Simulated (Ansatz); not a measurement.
All values below come from PBE-D3(BJ)/def2-SVP run with Ansatz (a first-principles code). No frequencies were computed at this level.

Ansatz 0.2 input:
```yaml
crystal:
  periodic: [false, false, false]
  atoms:
    - { symbol: C, position_ang: [-0.906038, -0.971832, 0.374482] }
    - { symbol: N, position_ang: [-0.0513, 0.194635, 0.429178] }
    - { symbol: C, position_ang: [-0.448312, 1.184669, -0.548794] }
    - { symbol: C, position_ang: [1.341989, -0.165943, 0.277715] }
    - { symbol: H, position_ang: [-0.612265, -1.666886, 1.159759] }
    - { symbol: H, position_ang: [-0.85318, -1.494823, -0.594642] }
    - { symbol: H, position_ang: [-1.937165, -0.667375, 0.548107] }
    - { symbol: H, position_ang: [-1.483331, 1.47079, -0.367319] }
    - { symbol: H, position_ang: [0.180306, 2.067184, -0.43893] }
    - { symbol: H, position_ang: [-0.361981, 0.819377, -1.585435] }
    - { symbol: H, position_ang: [1.955386, 0.728055, 0.380552] }
    - { symbol: H, position_ang: [1.55924, -0.630001, -0.698485] }
    - { symbol: H, position_ang: [1.616649, -0.867849, 1.063815] }
basis:
  gaussian: { orbitals: def2-svp }
hamiltonian:
  xc: pbe
  dispersion: d3bj
relax:
  max_steps: 150
```

Output:

```
Functional definition: PBE
1168 factors; their error is unknown
mean field evaluation 1: about -4726.3120 eV, gradient 6.5e1 eV
mean field evaluation 2: about -4707.0968 eV, gradient 1.1e2 eV
mean field evaluation 4: about -4737.3434 eV, gradient 6.7e0 eV
mean field evaluation 8: about -4737.4262 eV, gradient 4.1e-2 eV
mean field evaluation 16: about -4737.3649 eV, gradient 3.7e-5 eV
mean field -4737.36492255 eV, -174.0949498026 hartree, gradient 3.7e-5 eV, S^2 0.000000; 0 other end points of the search recorded, 0 dependent functions left out
reference -4737.36495271 eV, -174.0949509107 hartree; 17, 17 occupied and 84, 84 virtual orbitals, 1168 factors
relax step   1: F+E_penalty+E_count = -4737.59745310 eV  Δ(F+E_penalty+E_count) = +0.000e0 eV  max|allowed force component| = 6.822e-1 eV/Å  Δτ_max = 0.0000 Å  (28 SCF iters, accepted)
these checks for a lower state are left out or cut short: starts, cluster_reference, orbital_swaps, neighbouring_geometries, increment
1168 factors; their error is unknown
mean field -4737.43694345 eV, -174.0975965216 hartree, gradient 5.9e-6 eV, S^2 0.000000; 0 other end points of the search recorded, 0 dependent functions left out
reference -4737.43697383 eV, -174.0975976380 hartree; 17, 17 occupied and 84, 84 virtual orbitals, 1168 factors
relax step   2: F+E_penalty+E_count = -4737.66723888 eV  Δ(F+E_penalty+E_count) = -6.979e-2 eV  max|allowed force component| = 3.081e-1 eV/Å  Δτ_max = 0.0291 Å  (31 SCF iters, accepted)
these checks for a lower state are left out or cut short: starts, cluster_reference, orbital_swaps, neighbouring_geometries, increment
1168 factors; their error is unknown
mean field evaluation 32: about -4737.4451 eV, gradient 5.7e-6 eV
mean field -4737.44510349 eV, -174.0978963977 hartree, gradient 5.7e-6 eV, S^2 0.000000; 0 other end points of the search recorded, 0 dependent functions left out
reference -4737.44513393 eV, -174.0978975163 hartree; 17, 17 occupied and 84, 84 virtual orbitals, 1168 factors
relax step   3: F+E_penalty+E_count = -4737.67459874 eV  Δ(F+E_penalty+E_count) = -7.360e-3 eV  max|allowed force component| = 7.416e-2 eV/Å  Δτ_max = 0.0157 Å  (31 SCF iters, accepted)
these checks for a lower state are left out or cut short: starts, cluster_reference, orbital_swaps, neighbouring_geometries, increment
1168 factors; their error is unknown
mean field -4737.44537081 eV, -174.0979062214 hartree, gradient 5.6e-6 eV, S^2 0.000000; 0 other end points of the search recorded, 0 dependent functions left out
reference -4737.44540125 eV, -174.0979073400 hartree; 17, 17 occupied and 84, 84 virtual orbitals, 1168 factors
relax step   4: F+E_penalty+E_count = -4737.67484283 eV  Δ(F+E_penalty+E_count) = -2.441e-4 eV  max|allowed force component| = 3.414e-2 eV/Å  Δτ_max = 0.0033 Å  (32 SCF iters, accepted)
these checks for a lower state are left out or cut short: starts, cluster_reference, orbital_swaps, neighbouring_geometries, increment
1168 factors; their error is unknown
mean field -4737.44548341 eV, -174.0979103593 hartree, gradient 5.6e-6 eV, S^2 0.000000; 0 other end points of the search recorded, 0 dependent functions left out
reference -4737.44551384 eV, -174.0979114778 hartree; 17, 17 occupied and 84, 84 virtual orbitals, 1168 factors
relax step   5: F+E_penalty+E_count = -4737.67491756 eV  Δ(F+E_penalty+E_count) = -7.473e-5 eV  max|allowed force component| = 9.535e-3 eV/Å  Δτ_max = 0.0038 Å  (32 SCF iters, accepted)
1168 factors; their error is unknown
mean field evaluation 64: about -4737.5071 eV, gradient 1.4e-1 eV
mean field -4737.44548341 eV, -174.0979103593 hartree, gradient 5.6e-6 eV, S^2 0.000000; 1 other end points of the search recorded, 0 dependent functions left out
reference -4737.44551384 eV, -174.0979114778 hartree; 17, 17 occupied and 84, 84 virtual orbitals, 1168 factors
Total energy: -4737.67494799 eV, -174.1063430273 hartree
Atom 0 at    -0.912586    -0.976837     0.380488 Å, force    -0.002755    -0.007206    -0.005809 eV/Å
Atom 1 at    -0.048902     0.185553     0.409143 Å, force    -0.000444     0.001847     0.003979 eV/Å
Atom 2 at    -0.451734     1.194217    -0.549116 Å, force    -0.000924     0.001422    -0.009535 eV/Å
Atom 3 at     1.350657    -0.165516     0.282974 Å, force     0.006257    -0.003995    -0.006220 eV/Å
Atom 4 at    -0.622106    -1.689929     1.179373 Å, force     0.000545     0.002929     0.004087 eV/Å
Atom 5 at    -0.882833    -1.535293    -0.596543 Å, force     0.002656     0.001205    -0.003783 eV/Å
Atom 6 at    -1.965632    -0.676367     0.559121 Å, force     0.000296     0.003117     0.003972 eV/Å
Atom 7 at    -1.505002     1.493801    -0.370321 Å, force    -0.000275     0.000668     0.004994 eV/Å
Atom 8 at     0.181957     2.098765    -0.442687 Å, force     0.000138     0.000798     0.004973 eV/Å
Atom 9 at    -0.375478     0.853600    -1.619401 Å, force     0.001494    -0.004274    -0.001386 eV/Å
Atom 10 at     1.983866     0.739395     0.389181 Å, force    -0.001918     0.002349     0.004024 eV/Å
Atom 11 at     1.607458    -0.642336    -0.703959 Å, force    -0.003083    -0.000821    -0.003499 eV/Å
Atom 12 at     1.640333    -0.879054     1.081751 Å, force    -0.001988     0.001960     0.004204 eV/Å
Dipole moment:     0.007593    -0.028825    -0.063551 e Å
```

Cost: around 17 core-seconds (rough).
